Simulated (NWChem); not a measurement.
Species: methane (CH4); SMILES C

Results from NWChem. All runs use the structure optimised with PBE0/def2-SVP.

Estimate the computed values for BLYP/def2-TZVPD. Quantities: highest occupied level (eV); orbital gap (eV).


```
Property                     Value
---------------------------  -----
highest occupied level (eV)  -9.34
orbital gap (eV)              9.25
```
